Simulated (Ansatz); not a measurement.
**SiHClO (SMILES O[Si]Cl) at 6 levels**

Wanted: a comparison of 6 runs (HF/STO-3G, r2SCAN/STO-3G, r2SCAN0/STO-3G, wB97X/STO-3G, MP2/STO-3G, CCSDT(Q)/STO-3G) of SiHClO. 

Program for the calculation: Ansatz 0.2.0.

82 further runs of the same task are left out: 1 that didn't finish, 81 set aside as unsound or not needed.

### 1 The molecule

SiHClO has 4 atoms, charge 0, and is taken as a singlet. SMILES: `O[Si]Cl`. The Si2–O1 distance was set to 4.092 Å, away from the relaxed value. At this shape a bond of the SMILES string is far longer than usual.

Bond lengths: Si2–Cl3 2.110 Å, O1–H4 0.963 Å.

### 2 The energy at HF/STO-3G (run 1)

Input file in.yaml:

```yaml
basis:
  gaussian:
    orbitals: STO-3G
crystal:
  periodic: [false, false, false]
  atoms:
    - {symbol: O, position_ang: [-1.628208, 2.310071, -1.742266]}
    - {symbol: Si, position_ang: [-0.434200, -0.789700, 0.647000]}
    - {symbol: Cl, position_ang: [1.662300, -0.701000, 0.421400]}
    - {symbol: H, position_ang: [-0.977208, 2.840271, -2.213566]}
hamiltonian:
  xc: hf
accuracy: high
```

Started as:

```console
ansatz run in.yaml --threads 1 --pin off --max-ram 2610MiB --events-out events.jsonl --progress --plain --runs-dir runs
```

Standard output:

```text
Warning: RAYON_NUM_THREADS=1 ignored (pool sized by the plan → 1); use --threads N
Functional definition: HF
  name "HF"
  exchange = exact_x
  correlation = 0
389 factors; integrals over basis functions are off by at most 3.2e-8 eV
mean field evaluation 1: about -22149.8854 eV, gradient 3.1e1 eV
mean field evaluation 2: about -22149.9196 eV, gradient 3.2e1 eV
mean field evaluation 4: about -22152.6518 eV, gradient 2.3e1 eV
mean field evaluation 8: about -22153.6617 eV, gradient 1.7e1 eV
mean field evaluation 16: about -22157.7131 eV, gradient 5.8e-5 eV
mean field evaluation 32: about -22147.7196 eV, gradient 4.1e0 eV
mean field evaluation 64: about -22157.4279 eV, gradient 5.4e0 eV
mean field evaluation 96: about -22031.7246 eV, gradient 7.7e1 eV
mean field -22157.71310287 eV, -814.2809374930 hartree, gradient 2.2e-8 eV, S^2 0.000000; 2 other end points of the search recorded, 0 dependent functions left out
reference -22157.71310287 eV, -814.2809374930 hartree; 20, 20 occupied and 4, 4 virtual orbitals, 389 factors
Total energy: -22157.71310287 eV, -814.2809374930 hartree
```

Run time: 0.24 s. Hardware: 1 thread of Arm Neoverse V1, shared host.

### 3 A single-point energy at r2SCAN/STO-3G (run 2)

Input file input.yaml:

```yaml
crystal:
  periodic: [false, false, false]
  atoms:
    - symbol: O
      position_ang: [-1.628208, 2.310071, -1.742266]
    - symbol: Si
      position_ang: [-0.434200, -0.789700, 0.647000]
    - symbol: Cl
      position_ang: [1.662300, -0.701000, 0.421400]
    - symbol: H
      position_ang: [-0.977208, 2.840271, -2.213566]
basis:
  gaussian:
    orbitals: STO-3G
hamiltonian:
  xc: {name: r2SCAN}
accuracy: high
```

Started as:

```console
ansatz run input.yaml --threads 1 --pin off --max-ram 2610MiB --events-out events.jsonl --progress --plain --runs-dir runs
```

Standard output:

```text
Warning: RAYON_NUM_THREADS=1 ignored (pool sized by the plan → 1); use --threads N
Functional definition: r2SCAN
  name "r2SCAN"
  parameter k0 = 0.174
  parameter k1 = 0.065
  parameter a1 = 4.9479
  exchange = r2scan_x(k0 = k0, k1 = k1, a1 = a1)
  correlation = r2scan_c
389 factors; integrals over basis functions are off by at most 3.2e-8 eV
mean field evaluation 1: about -22187.5003 eV, gradient 3.2e1 eV
mean field evaluation 2: about -21861.9682 eV, gradient 1.0e2 eV
mean field evaluation 4: about -22075.0160 eV, gradient 7.1e1 eV
mean field evaluation 8: about -22199.7341 eV, gradient 1.3e-1 eV
mean field evaluation 16: about -22181.4549 eV, gradient 7.2e1 eV
mean field evaluation 32: about -22199.6902 eV, gradient 1.7e-1 eV
mean field -22199.72538450 eV, -815.8248603660 hartree, gradient 2.1e-8 eV, S^2 0.000000; 4 other end points of the search recorded, 0 dependent functions left out
reference -22199.72538491 eV, -815.8248603810 hartree; 20, 20 occupied and 4, 4 virtual orbitals, 389 factors
Total energy: -22199.72538491 eV, -815.8248603810 hartree
```

Wall time 8.4 s (1 thread of Arm Neoverse V1, shared host); peak memory 0.14 GiB.

### 4 The energy at r2SCAN0/STO-3G (run 3)

Input file molecule.yaml:

```yaml
crystal:
  periodic: [false, false, false]
  atoms:
    - symbol: O
      position_ang: [-1.628208, 2.310071, -1.742266]
    - symbol: Si
      position_ang: [-0.434200, -0.789700, 0.647000]
    - symbol: Cl
      position_ang: [1.662300, -0.701000, 0.421400]
    - symbol: H
      position_ang: [-0.977208, 2.840271, -2.213566]
basis:
  gaussian: {orbitals: STO-3G}
hamiltonian: {xc: {name: r2SCAN0}}
accuracy: high
```

Started as:

```console
ansatz run molecule.yaml --threads 1 --pin off --max-ram 2610MiB --events-out events.jsonl --progress --plain --runs-dir runs
```

Standard output:

```text
Warning: RAYON_NUM_THREADS=1 ignored (pool sized by the plan → 1); use --threads N
Functional definition: r2SCAN0
  name "r2SCAN0"
  parameter a = 0.25
[... 3 set-up lines as earlier in the session ...]
  exchange = (1 - a)*r2scan_x(k0 = k0, k1 = k1, a1 = a1) + a*exact_x
[... 1 set-up line as earlier in the session ...]
389 factors; integrals over basis functions are off by at most 3.2e-8 eV
mean field evaluation 1: about -22187.9347 eV, gradient 3.2e1 eV
mean field evaluation 2: about -21866.2135 eV, gradient 9.4e1 eV
mean field evaluation 4: about -22191.6675 eV, gradient 1.7e1 eV
mean field evaluation 8: about -22191.6726 eV, gradient 1.7e1 eV
mean field evaluation 16: about -22198.9701 eV, gradient 1.1e-3 eV
mean field evaluation 32: about -22198.9171 eV, gradient 1.1e0 eV
mean field -22198.97013929 eV, -815.7971056166 hartree, gradient 2.0e-8 eV, S^2 0.000000; 4 other end points of the search recorded, 0 dependent functions left out
reference -22198.97013961 eV, -815.7971056284 hartree; 20, 20 occupied and 4, 4 virtual orbitals, 389 factors
Total energy: -22198.97013961 eV, -815.7971056284 hartree
```

Wall time 7.8 s (1 thread of Arm Neoverse V1, shared host); peak memory 0.14 GiB.

Runs 4 to 5 aren't shown in full; the table further down has their settings and results.

### 5 The energy at CCSDT(Q)/STO-3G (run 6)

Input file run.yaml:

```yaml
crystal:
  periodic: [false, false, false]
  atoms:
    - {symbol: O, position_ang: [-1.628208, 2.310071, -1.742266]}
    - {symbol: Si, position_ang: [-0.434200, -0.789700, 0.647000]}
    - {symbol: Cl, position_ang: [1.662300, -0.701000, 0.421400]}
    - {symbol: H, position_ang: [-0.977208, 2.840271, -2.213566]}
basis:
  gaussian: {orbitals: STO-3G}
correlation: {method: ccsdt_q, frozen_orbitals: {Cl: 5, H: 0, O: 1, Si: 5}}
scf: {omitted_lower_state_checks: [cluster_reference, increment]}
accuracy: high
```

Started as:

```console
ansatz run run.yaml --threads 1 --pin off --max-ram 2610MiB --events-out events.jsonl --progress --plain --runs-dir runs
```

Standard output:

```text
Warning: RAYON_NUM_THREADS=1 ignored (pool sized by the plan → 1); use --threads N
[... 14 lines left out ...]
11 core orbitals not correlated: weight in the atoms' cores, before any rotation towards them, 1.000 or more for the frozen orbitals, at most 0.000 for the correlated occupied ones
[... 250 lines left out ...]
WARN: these amplitudes may be one of several solutions (largest doubles amplitude 1.07, level shift 16.06 eV)
Total energy: -22165.91137233 eV, -814.5822183389 hartree
Checks for a lower state left out: cluster_reference, increment
```

Run time: 1.9 s. Hardware: 1 thread of Arm Neoverse V1, shared host.

### 6 All runs side by side

```csv
run,level,frozen core orbitals,energy (Eh),wall time
1,HF/STO-3G,–,-814.280937,0.24 s
2,r2SCAN/STO-3G,–,-815.824860,8.4 s
3,r2SCAN0/STO-3G,–,-815.797106,7.8 s
4,wB97X/STO-3G,–,-815.794640,10 s
5,MP2/STO-3G,11,-814.564198,0.4 s
6,CCSDT(Q)/STO-3G,11,-814.582218,1.9 s
```

### 7 What came out

```
                                           quantity          value
                                run 6: total energy  -814.58222 Eh
run 6: correlation energy (11 core orbitals frozen)     -301.3 mEh
                               run 6: T1 diagnostic          0.073
```

**Reading.** Below the HF energy at the same shape and in the same basis (STO-3G): MP2 -283.3 mEh; CCSDT(Q) -301.3 mEh. Totals of different functionals can't be ranked against each other. In runs 5, 6 the log says that unrestricted orbitals would lower the reference, so the values rest on an unstable closed-shell determinant (other closed-shell runs at this shape may share the fault). In runs 1, 2, 3, 4, 5, 6 the basis is minimal, so the values are rough. In runs 1, 2, 3, 4, 5 a closed-shell determinant meets a far-stretched bond, which it describes badly. All runs together took 29 s, the longest 10 s.
